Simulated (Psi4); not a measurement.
# C2H3F3 (1,1,2-trifluoroethane): HF/3-21G

Aim: the vertical ionisation energy of C2H3F3 (1,1,2-trifluoroethane) at HF/3-21G, from 2 runs. 

The results are computed with Psi4 1.11.

7 further runs of the same task are left out: 4 that didn't finish, 3 set aside as unsound or not needed.

## Step 1: The molecule

C2H3F3 has 8 atoms, charge 0, and is taken as a singlet. SMILES: `FCC(F)F`. The shape is that of a PBE0-D4/def2-TZVP optimisation. This is one conformer, not always the lowest.

Bond lengths: F1–C2 1.372 Å, C2–C3 1.509 Å, C3–F4 1.352 Å, C3–F5 1.356 Å, C2–H6 1.093 Å, C2–H7 1.093 Å, C3–H8 1.095 Å. Some angles: F1–C2–C3 109.3°, C2–C3–F4 110.4°, C2–C3–F5 108.3°, F4–C3–F5 107.9°, F1–C2–H6 109.4°, F1–C2–H7 109.2°, C3–C2–H6 109.5°, C3–C2–H7 109.4°, C2–C3–H8 113.0°, F4–C3–H8 108.2°.

## Step 2: A single-point energy at HF/3-21G

Input file job.dat:

```
memory 1600 MB

molecule {
  0 1
  F     -2.15957902    -1.28690349     2.19794046
  C     -0.35564646     0.36868557     1.34510706
  C      0.32673365    -0.28799426    -1.34416219
  F      1.55751227    -2.52429616    -1.42957781
  F      1.91183592     1.51858391    -2.23403422
  H      1.32602082     0.22468844     2.53695732
  H     -1.11210382     2.28940320     1.41219233
  H     -1.32054062    -0.41007057    -2.58986965
  units bohr
  symmetry c1
}

set {
  basis         3-21G
  reference     rhf
  puream        true
  e_convergence 1e-09
  d_convergence 1e-08
  scf_type      pk
}

e_tot, wfn = energy('hf', return_wfn=True)
oeprop(wfn, 'QUADRUPOLE', 'LOWDIN_CHARGES', 'MAYER_INDICES')
print_variables()
```

The run is started by

```
$ psi4 -i job.dat -o job.out -n 1
```

job.out, cut to the lines that bear on the results:

```text
[...]
  Running in c1 symmetry.
[...]
  Nuclear repulsion =  191.359785649963328
[...]
  Multiplicity = 1
[...]
  Nalpha       = 21
  Nbeta        = 21
[...]
    Number of basis functions: 51
[...]
   @RHF iter   1:  -373.67254903463930   -7.48905e-01   7.77925e-03 ADIIS/DIIS
[...]
   @RHF iter  11:  -373.74744559850893   -5.28644e-12   9.59646e-09 DIIS
[...]
    Orbital Energies [Eh]
    ---------------------
    Doubly Occupied:
       1A    -26.186839     2A    -26.181573     3A    -26.162159
       4A    -11.366695     5A    -11.281859     6A     -1.666429
       7A     -1.602839     8A     -1.596165     9A     -1.058392
      10A     -0.899558    11A     -0.789349    12A     -0.762735
      13A     -0.752068    14A     -0.706783    15A     -0.684414
      16A     -0.652234    17A     -0.640036    18A     -0.617563
      19A     -0.588938    20A     -0.540877    21A     -0.507457
[...]
  @RHF Final Energy:  -373.74744559850893
   => Energetics <=
    Nuclear Repulsion Energy =            191.3597856499633281
    One-Electron Energy =                -899.7245378354003833
    Two-Electron Energy =                 334.6173065869281231
    Total Energy =                       -373.7474455985089321
[...]
 Multipole Moments:
 ------------------------------------------------------------------------------------
     Multipole            Electronic (a.u.)      Nuclear  (a.u.)        Total (a.u.)
 ------------------------------------------------------------------------------------
 L = 1.  Multiply by 2.5417464519 to convert [e a0] to [Debye]
 Dipole X            :          0.9138410           -1.2002167           -0.2863757
 Dipole Y            :         -1.5229837            2.1837562            0.6607725
 Dipole Z            :         -1.3134543            1.4030447            0.0895904
 Magnitude           :                                                    0.7257119
 L = 2.  Multiply by 1.3450342976 to convert [e a0^2] to [Debye ang]
 Quadrupole XX       :       -122.0893814          100.2464384          -21.8429431
 Quadrupole XY       :        -18.3458842           17.1518644           -1.1940198
[...]
```

It took 1.8 s on 1 thread of Intel Xeon Platinum 8375C at 2.90GHz (Ice Lake), shared host; peak memory 0.19 GiB.

## Step 3: The doublet cation: energy and gradient at UHF/3-21G

Input file input.inp:

```
memory 1600 MB

molecule m {
  1 2
  F
  C 1 1.372036
  C 2 1.508762 1 109.25063
  F 3 1.351544 2 110.3984 1 -68.26143
  F 3 1.356196 4 107.91194 2 118.1217
  H 2 1.093394 1 109.39208 3 -119.81013
  H 2 1.092964 6 110.13062 1 119.98164
  H 3 1.094796 4 108.17325 5 117.74722
  units angstrom
  symmetry c1
  no_reorient
  no_com
}

set basis 3-21G
set reference uhf
set puream true
set e_convergence 1e-09
set d_convergence 1e-08
set scf_type pk
set maxiter 200

e_tot, wfn = gradient("scf", return_wfn=True)
oeprop(wfn, "LOWDIN_CHARGES", "DIPOLE", "QUADRUPOLE")
print_variables()
```

The run is started by

```
$ psi4 -n 1 input.inp input.out
```

input.out, cut to the lines that bear on the results:

```text
[...]
  Running in c1 symmetry.
[...]
  Nuclear repulsion =  191.359798377413824
[...]
  Multiplicity = 2
[...]
  Nalpha       = 21
  Nbeta        = 20
[...]
    Number of basis functions: 51
[...]
   @UHF iter   1:  -373.13087506433675   -2.07230e-01   9.60096e-03 DIIS/ADIIS
[...]
   @UHF iter  28:  -373.27288474185571   -1.02318e-12   6.60804e-09 DIIS
[...]
   @S^2 Observed:                7.626815118E-01
[...]
  @UHF Final Energy:  -373.27288474185571
   => Energetics <=
    Nuclear Repulsion Energy =            191.3597983774138243
    One-Electron Energy =                -887.0248262430300201
    Two-Electron Energy =                 322.3921431237604338
    Total Energy =                       -373.2728847418557052
  UHF NO Occupations:
  HONO-2 :   19  A 1.9988857
  HONO-1 :   20  A 1.9964378
[...]
  -Total Gradient:
     Atom            X                  Y                   Z
    ------   -----------------  -----------------  -----------------
       1        0.001776099975     0.008014537551    -0.030441941979
       2       -0.016877823680    -0.129488086164     0.067614616182
       3        0.037926665053     0.139867383789    -0.078546585577
       4       -0.022079842508    -0.022507009747     0.001449982484
       5        0.001030519613    -0.015071316683     0.030155739556
       6        0.005280330992     0.019678778436    -0.002971221850
       7        0.000709557871     0.017858254199    -0.000358150571
       8       -0.007765507317    -0.018352541383     0.013097561755
[...]
 Multipole Moments:
 ------------------------------------------------------------------------------------
     Multipole            Electronic (a.u.)      Nuclear  (a.u.)        Total (a.u.)
 ------------------------------------------------------------------------------------
 L = 1.  Multiply by 2.5417464519 to convert [e a0] to [Debye]
 Dipole X            :         -0.8044658            1.7326049            0.9281391
 Dipole Y            :         -1.4348666            2.2729610            0.8380944
 Dipole Z            :         -0.0602919            0.0978602            0.0375683
 Magnitude           :                                                    1.2511018
 L = 2.  Multiply by 1.3450342976 to convert [e a0^2] to [Debye ang]
 Quadrupole XX       :        -63.7294786           47.0461429          -16.6833358
 Quadrupole XY       :        -36.4217228           35.2325782           -1.1891446
[...]
```

It took 2.1 s on 1 thread of Intel Xeon Platinum 8375C at 2.90GHz (Ice Lake), shared host; peak memory 0.19 GiB.

## Step 4: What came out

At HF/3-21G:

```
                                          quantity          value
                      singlet C2H3F3: total energy  -373.74745 Eh
                     singlet C2H3F3: dipole moment         1.84 D
                       singlet C2H3F3: HOMO energy      -13.81 eV
                       singlet C2H3F3: LUMO energy        7.02 eV
                     singlet C2H3F3: HOMO–LUMO gap       20.83 eV
                      doublet cation: total energy  -373.27288 Eh
doublet cation: HOMO energy (highest over α and β)      -22.16 eV
 doublet cation: LUMO energy (lowest over α and β)      -11.98 eV
                              doublet cation: ⟨S²⟩          0.763
          doublet cation: largest force on an atom     8.476 eV/Å
vertical ionisation energy (to the doublet cation)      12.913 eV
```

In words: Removing an electron at fixed nuclei costs 12.91 eV (298 kcal/mol). The negative HOMO energy of the first species, 13.81 eV, lies 0.90 eV above that difference.
